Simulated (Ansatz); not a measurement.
Tetragonal perovskite BaTiO3 (room-temperature form, which distorts further on cooling) was calculated with r²SCAN in Ansatz (PAW).

Numerical settings: plane-wave cutoff 500 eV, 10×10×10 k mesh, Fermi–Dirac smearing 0.05 eV, no spin polarisation, scalar-relativistic PAW data made under PBE.

Cell (relaxed at this level):

BaTiO₃ has the tetragonal space group P4mm (No. 99), Pearson symbol tP5. Conventional cell: a = 3.972 Å, b = 3.972 Å, c = 4.113 Å, α = 90.00°, β = 90.00°, γ = 90.00°. Ba on 1b sees 12 O at 2.794–2.925 Å (cuboctahedral). Ti on 1a is coordinated by 1 O at 1.822 Å and 4 O at 1.993 Å and 1 O at 2.291 Å (octahedral). O1 on 2c is coordinated by 2 Ti at 1.993 Å and 4 Ba at 2.794–2.925 Å (octahedral). O2 on 1a has 1 Ti at 1.822 Å and 1 Ti at 2.291 Å and 4 Ba at 2.813 Å (octahedral). (Neighbours: up to the widest gap in distance over summed covalent radii, below 1.35, at either atom; cation-cation and far metal-metal contacts left out.)

Q: What does this level give for the band gap?

A: 
- band gap = 2.23 eV (on the SCF k mesh)

Note: the relaxation could not lower the start's symmetry, so the cell can be a saddle point above a distorted one.

Spin–orbit coupling is not included.

Static lattice: no zero-point or thermal effects.

Cost on a shared machine: around 5 core-minutes (rough).

Ansatz is an electronic-structure program.
